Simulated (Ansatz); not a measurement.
## Breaking a bond in AlH2O (SMILES [O][AlH2])

AlH2O has 4 atoms, charge 0, and is taken as a doublet. As SMILES, `[O][AlH2]`. Geometry: relaxed at PBE0-D4/def2-TZVP.

```csv
atom,x (Å),y (Å),z (Å)
O,0.0626,-0.8563,1.4014
Al,0.0113,0.0299,-0.0804
H,-1.1496,-0.3608,-1.0760
H,1.1311,1.1268,-0.2653
```

The Al2–H3 distance is scanned; the parts on either side stay rigid. Basis STO-3G, 6 core orbitals frozen in the correlated methods; program Ansatz 0.2.0. FCI is exact within this basis and core. Energies in eV from each method's value at 1.578 Å; open shells run as named. The shape above is that at 1.578 Å.

```
distance (Å)   UHF  UPBE  U-r2SCAN0  UCAM-B3LYP  UCCSDT  UCCSDT(Q)  UCCSDTQ   FCI
       1.578  0.00  0.00       0.00        0.00    0.00       0.00     0.00  0.00
       1.973  1.86  1.26       1.54        1.52    1.41       1.41     1.41  1.41
       2.368  3.60  2.92       3.46        3.47    3.10       3.09     3.10  3.10
       3.157  4.42  4.37       4.82        4.95    4.11       4.07     4.12  4.12
       3.946  4.49  4.47       5.00        5.09    4.12       4.08     4.13  4.13
```

Departure from the FCI curve at its largest: UHF +0.51 eV at 2.37 Å; UPBE +0.34 eV at 3.95 Å; U-r2SCAN0 +0.86 eV at 3.95 Å; UCAM-B3LYP +0.96 eV at 3.95 Å; UCCSDT -0.01 eV at 3.95 Å; UCCSDT(Q) -0.06 eV at 3.95 Å; UCCSDTQ within 0.005 eV. For the functionals part of the departure is owed to the small basis.
